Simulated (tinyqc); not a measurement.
Worked calculation: CCD on RHF in the sto-3g basis, frozen core, for H2O, spin multiplicity 1. One step of it, computed by the program tinyqc.

Task: Orthogonalisation. S = U s U^T; canonical form X = U s^(-1/2), so that X^T S X = 1. Each column of U has its largest component positive (the first on a tie).

overlap S:
```
           1O 1s     1O 2s    1O 2px     1O 2py    1O 2pz     2H 1s      3H 1s
1O 1s   1.000000  0.236704  0.000000   0.000000  0.000000  0.049919   0.049919
1O 2s   0.236704  1.000000  0.000000   0.000000  0.000000  0.453485   0.453485
1O 2px  0.000000  0.000000  1.000000   0.000000  0.000000  0.000000   0.000000
1O 2py  0.000000  0.000000  0.000000   1.000000  0.000000  0.284594  -0.284594
1O 2pz  0.000000  0.000000  0.000000   0.000000  1.000000  0.254515   0.254515
2H 1s   0.049919  0.453485  0.000000   0.284594  0.254515  1.000000   0.265731
3H 1s   0.049919  0.453485  0.000000  -0.284594  0.254515  0.265731   1.000000
```

Give: eigenvalues of S; X.

Result:

eigenvalues of S: 0.3639  0.4433  0.8796  1.0000  1.1032  1.2910  1.9190

X:
```
              1        2        3       4        5        6       7
1O 1s   -0.3109   0.0000   0.7514  0.0000   0.6219   0.0000  0.1470
1O 2s    1.1378   0.0000  -0.3171  0.0000   0.3240   0.0000  0.4113
1O 2px   0.0000   0.0000   0.0000  1.0000   0.0000   0.0000  0.0000
1O 2py   0.0000   0.8800   0.0000  0.0000   0.0000   0.7132  0.0000
1O 2pz   0.5736   0.0000   0.6513  0.0000  -0.6191   0.0000  0.2096
2H 1s   -0.7168  -0.8607  -0.1540  0.0000  -0.1255   0.3646  0.3784
3H 1s   -0.7168   0.8607  -0.1540  0.0000  -0.1255  -0.3646  0.3784
```
